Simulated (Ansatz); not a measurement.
Cohesive energy of some elemental metals

Method: PBE in Ansatz (PAW). References are measured values corrected to a static lattice or taken at low temperature (these still hold zero-point motion). The table is a random draw of 8 from 28 solids with such references.

Values in eV/atom.

| solid | reference | PBE | error (eV/atom) |
|---|---|---|---|
| bcc Na | 1.12 | 1.08 | -0.04 |
| hcp Y | 4.42 | 4.19 | -0.23 |
| fcc Cu | 3.52 | 3.52 | 0.00 |
| bcc Fe | 4.32 | 4.91 | +0.59 |
| hcp Zr | 6.32 | 6.20 | -0.12 |
| hcp Ru | 6.8 | 6.76 | -0.04 |
| bcc Mo | 6.84 | 6.31 | -0.53 |
| fcc Ni | 4.48 | 4.76 | +0.28 |

Over these 8 solids the mean error is -0.01 eV/atom, the mean absolute error 0.23 eV/atom (median 0.17 eV/atom), and the worst case bcc Fe at +0.59 eV/atom; the value is too low in 5 of 8 cases. Over all 28 the mean error is -0.02 eV/atom and the mean absolute error 0.20 eV/atom (median 0.12 eV/atom).

All these references are brought to a static lattice.

Differences are worked out from the printed values.

Free atoms are spin-polarised, in the lowest state found; at levels without +SOC their spin–orbit coupling is left out. Each level is taken at its own relaxed cell. Ansatz's density-functional and Hartree–Fock values are scalar-relativistic unless marked +SOC, with PAW data made under PBE.

Ansatz's runs of these crystals have no spin polarisation, but for bcc Fe, fcc Ni.

Density-functional runs with spin start from parallel moments for bcc Fe, parallel moments for fcc Ni.

Not in this set, of the elemental metals with a reference value in our tables and a result at some level: 12 for spin–orbit terms of free atoms that are large (Br, In, Sn, Te, I, elements past barium) (fcc Au, hcp Hf, body-centred tetragonal In, fcc Ir, hcp Lu and 7 more); 4 for a doubt noted on the run at PBE (double-hcp La, bcc Nb, fcc Pt, bcc V); 1 for sources at odds (hcp Tc). These can be a level's worst cases. Values held back for tests aren't counted. Layered and molecular crystals are counted apart. The metals Ce to Yb are counted apart.

References as tabulated in Jana et al. (2018), arXiv:1807.00350; Mejia-Rodriguez and Trickey (2018), arXiv:1807.09216; Harl et al. (2010), doi:10.1103/physrevb.81.115126.

Ansatz is a program for electronic structure.
